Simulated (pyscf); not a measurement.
PySCF, gas phase, ωB97X-D3(BJ)/def2-SVP geometries.

How much does it cost (ΔH, 298 K, ωB97M-D3(BJ)/def2-TZVP) to split H₃Si–Zr(Cl)(Cl)–Cl at its Si–Zr bond into SiH₃• + [Cl–Zr(Cl)–Cl]•?

Si–Zr to SiH₃• + [Cl–Zr(Cl)–Cl]•: 2.30 eV. The 7 functionals that were run give +2.11 (M06-2X) to +2.66 eV (ωB97X-D3(BJ)). The radicals are drawn with the spin at the cut bond; how far it spreads was not checked. Open-shell species with a d-block atom are single-reference here; other states, and whether the spin sits on metal or ligand, were not checked. Elements past Kr carry the def2 core potentials, without spin-orbit coupling.
